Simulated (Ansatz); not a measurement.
Results of RPBE (PAW; Ansatz, a quantum-chemistry and plane-wave program) for rutile PbO₂.

Run with plane-wave cutoff 520 eV, 12×12×16 k mesh (along the axes of the cell as run), Fermi–Dirac smearing 0.05 eV, scalar-relativistic PAW data made under PBE.

Response to compression and expansion:

Shape and atoms are relaxed at each volume.

| V (Å³/atom) | P (GPa) | c (Å) | a (Å) |
|---|---|---|---|
| 14.700 | 4.24 | 3.448 | 5.058 |
| 15.006 | 1.96 | 3.452 | 5.107 |
| 15.312 | 0.00 | 3.455 | 5.157 |
| 15.619 | -1.68 | 3.456 | 5.207 |
| 15.925 | -3.09 | 3.456 | 5.258 |

Note: the cell is over a tenth larger than the published one: the level's own overestimate first of all, though another phase or state, or a fault of the published cell, is possible; the bulk modulus comes from volumes at which shape and atoms were relaxed.
